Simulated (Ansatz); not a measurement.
Energy needed to pull apart C2H2OS (SMILES C#CSO), singlet, into free ground-state atoms, from the structure below (displaced at random from a GFN2-xTB minimum); no zero-point or spin–orbit terms; open-shell atoms are treated unrestricted, in their ground-state multiplicity.

C1  (1.667, -0.070, -0.313)
C2  (0.612, -0.406, 0.077)
S3  (-0.856, -0.749, 0.814)
O4  (-1.963, 0.107, -0.078)
H5  (2.514, 0.134, -0.803)
H6  (-2.075, 0.976, 0.277)
(Å)

Ansatz 0.2.0; basis: def2-TZVPP; cores frozen in the correlated methods.

```csv
method,atomization energy (kcal/mol)
PBE-D4,576.6
BLYP-D4,556.6
r2SCAN-D4,?
PBE0-D4,?
r2SCANh-D4,544.9
wB97M-V,552.8
HF,351.4
MP2,550.1
CCSD,512.6
CCSD(T),527.5
```

Q: What does r2SCAN-D4 give? (An estimate is asked for; the value comes from the calculation.)

A: The calculation gives: 552.5 kcal/mol, which is about 25.0 kcal/mol more than CCSD(T)/def2-TZVPP.

Q: What does PBE0-D4 give? (An estimate is asked for; the value comes from the calculation.)

A: By the calculation: 553.2 kcal/mol, which is about 25.8 kcal/mol more than CCSD(T)/def2-TZVPP.

In triple zeta the MP2 and coupled-cluster atomization energies are still short of their basis limit by a few kcal/mol a bond, whereas those of the functionals are nearly converged, so these differences are not deviations from converged CCSD(T).

No T1 diagnostic of these runs exceeds 0.015.

For scale, one of the runs: CCSD(T)/def2-TZVPP forces, 163 basis functions (an equivalent command: `ansatz run in.yaml --threads 4`). Time: 91 s of wall clock on 4 CPU threads; the host was shared. Peak host memory: 2.4 GiB.
